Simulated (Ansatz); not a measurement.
**B2H4O: a ladder of functionals and wavefunction methods**

One table from this session's results is given with a row withheld; the runs are named, their logs left out.

Method: functionals in def2-TZVPP, the program's frozen cores in correlated methods; program: Ansatz 0.2.0, Gaussian basis.

Plan: LDA (SPW92), PBE-D4, revPBE-D4, BLYP-D4, r2SCAN-D4, B97M-V, PBE0-D4, B3LYP-D4, r2SCANh-D4, r2SCAN0-D4, HSE06-D4, BHLYP-D4, CAM-B3LYP-D4, LC-ωPBE, ωB97X-V, ωB97M-V, B2PLYP, PBE-QIDH; CCSD(T)/def2-SVP; CCSD(T)/def2-TZVPP; MP2/def2-QZVPP; extrapolation to the limit; RPA on PBE.

1 further run of the same task is left out (it didn't finish).

### The relaxed structure

The geometry comes from an earlier relaxation with PBE0-D4 in a triple-zeta def2 set; it is a stationary point, not always the lowest conformer.

7 atoms, charge 0, spin multiplicity 1.

Atoms are counted from 1 here; the program's logs count them from 0.

Bond lengths: B1–B2 1.671 Å, B1–H4 1.200 Å, B1–H5 1.200 Å, B2–O3 1.357 Å, B2–H6 1.214 Å, O3–H7 0.960 Å. Angles: B2–B1–H4 122.0°, B2–B1–H5 122.0°, H4–B1–H5 115.8°, B1–B2–O3 123.3°, B1–B2–H6 118.1°, O3–B2–H6 118.6°, B2–O3–H7 113.4°.

Set-up of the first run:

in.yaml

```yaml
crystal:
  periodic: [false, false, false]
  atoms:
    - {symbol: B, position_ang: [-1.002971, 0.182913, -0.642538]}
    - {symbol: B, position_ang: [0.324573, 0.033139, 0.360837]}
    - {symbol: O, position_ang: [1.391762, -0.754733, 0.073514]}
    - {symbol: H, position_ang: [-1.975391, -0.508287, -0.516977]}
    - {symbol: H, position_ang: [-1.080944, 1.050077, -1.467807]}
    - {symbol: H, position_ang: [0.330014, 0.663048, 1.398386]}
    - {symbol: H, position_ang: [2.074156, -0.734258, 0.748986]}
basis:
  gaussian: {orbitals: def2-TZVPP}
hamiltonian: {xc: lda}
output: {orbitals: {seedname: orbitals}}
```

Launch:

```sh
> ansatz run in.yaml --threads 2 --pin off --events-out ev --progress --plain --max-ram 4352MiB
```

Among the steps run: LDA; PBE-D4 (GGA); revPBE-D4 (GGA); BLYP-D4 (GGA); r2SCAN-D4 (meta-GGA); B97M-V (meta-GGA); B3LYP-D4 (hybrid); r2SCANh-D4 (hybrid); r2SCAN0-D4 (hybrid); HSE06-D4 (hybrid); BHLYP-D4 (hybrid); CAM-B3LYP-D4 (range-separated); LC-ωPBE (range-separated); ωB97X-V (range-separated); ωB97M-V (range-separated); B2PLYP (double hybrid); PBE-QIDH (double hybrid).

One table of the session follows, with a row left open; its other results are not shown here.

It belongs to the step «Orbital energies across the functionals». 

| functional | HOMO (eV) | LUMO (eV) | gap (eV) |
| --- | --- | --- | --- |
| LDA (SPW92) | -6.62 | -3.11 | 3.51 |
| PBE-D4 | -6.57 | -2.82 | 3.76 |
| revPBE-D4 | -6.54 | -2.69 | 3.85 |
| BLYP-D4 | -6.51 | -2.66 | 3.85 |
| r2SCAN-D4 | -6.84 | -2.40 | 4.45 |
| B97M-V | -6.95 | -2.55 | 4.40 |
| PBE0-D4 | -7.94 | -1.77 | 6.17 |
| B3LYP-D4 | -7.77 | -2.01 | 5.76 |
| r2SCANh-D4 | -7.35 | -2.04 | 5.31 |
| r2SCAN0-D4 | -8.11 | -1.53 | 6.59 |
| HSE06-D4 | -7.54 | -2.16 | 5.38 |
| BHLYP-D4 | -9.28 | -0.73 | 8.55 |
| CAM-B3LYP-D4 | -9.40 | -0.68 | 8.72 |
| LC-ωPBE | -10.76 | 0.58 | 11.35 |
| ωB97X-V | -10.40 | 0.46 | 10.86 |
| ωB97M-V | ? | ? | ? |

Q: Estimate the row for ωB97M-V from the others.

The run gave: HOMO (eV): -10.23; LUMO (eV): 0.16; gap (eV): 10.39. In the column «HOMO (eV)» it lies between ωB97X-V (-10.40) and CAM-B3LYP-D4 (-9.40).
